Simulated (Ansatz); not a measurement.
Saddle point of CH4ClO, doublet (CH₃Cl ([CH3][Cl]) + OH → CH₂Cl ([CH2][Cl]) + H₂O; bonds formed: H1–O4; bonds broken: H1–C2), PBE0-D4/def2-TZVP structure:

| atom | x (Å) | y (Å) | z (Å) |
| --- | --- | --- | --- |
| H1 | -0.4109 | -0.1396 | -0.2891 |
| C2 | 0.5427 | -0.4728 | 0.2935 |
| Cl3 | 1.3340 | 0.9366 | 0.9602 |
| O4 | -1.5307 | 0.4275 | -0.9386 |
| H5 | 1.1934 | -0.9667 | -0.4241 |
| H6 | 0.2105 | -1.1320 | 1.0918 |
| H7 | -1.3391 | 1.3471 | -0.6937 |

Energies are electronic, without zero-point energy. Barriers and step energies count from the start structure reached by relaxing down the imaginary mode; all methods use the PBE0-D4 structures, on which another method's saddle can fall below an end. Computed with Ansatz 0.2.0 (basis: def2-TZVPP, with def2-QZVPP for the basis limit); correlated methods freeze the cores; orbitals are unrestricted. B3LYP uses VWN-RPA correlation. Extrapolation: Hartree–Fock as exp(−7.88 √X), correlation as X^−2.97.

| method | barrier (kcal/mol) | step energy (kcal/mol) |
| --- | --- | --- |
| SPW92 | ? | -26.05 |
| PBE-D4 | -3.51 | -19.42 |
| BLYP-D4 | -2.20 | -17.57 |
| r2SCAN-D4 | 0.99 | -17.63 |
| B97M-V | 3.92 | -14.29 |
| PBE0-D4 | 3.62 | -16.12 |
| B3LYP-D4 | 3.09 | -15.61 |
| r2SCAN0-D4 | 5.90 | -15.24 |
| BHLYP-D4 | 9.78 | -11.17 |
| CAM-B3LYP-D4 | 4.98 | -15.78 |
| wB97X-V | ? | -14.52 |
| wB97M-V | ? | -15.24 |
| B2PLYP | 6.20 | -16.01 |
| PBE-QIDH | 8.26 | -15.66 |
| RPA on PBE | 9.05 | -11.46 |
| HF | 20.06 | -2.32 |
| MP2 | 10.22 | -18.95 |
| CCSD | 9.86 | -14.28 |
| CCSD(T) | 8.23 | -15.34 |

Fill in the withheld barriers. (An estimate is asked for; the value comes from the calculation.)

By the calculation: SPW92 -11.73; wB97X-V 6.26; wB97M-V 6.72 kcal/mol. Each is the energy of the saddle less that of the start structure, by the same method.

For comparison, the barrier by CCSD(T) at an estimated basis limit (MP2 extrapolated from triple and quadruple zeta, plus CCSD(T) − MP2 in triple zeta) is 7.82 kcal/mol.

T1 diagnostic: at most 0.022. ⟨S²⟩ of the unrestricted Hartree–Fock references: 0.75 to 0.77 (a pure state has 0.75). The end structure is not quite a true minimum (one mode of 61i cm⁻¹).

Labels in which every atom is bracketed show which atoms are joined, not bond orders.

For scale, one of the runs: CCSD(T)/def2-TZVPP, 160 basis functions, launched by `ansatz run in.yaml --threads 4 --pin off --events-out ev --progress --plain --max-ram 9574MiB`. The run took 55 s on 4 CPU threads of an Arm Neoverse V2 (shared host), with 3 GiB of host memory at its peak.
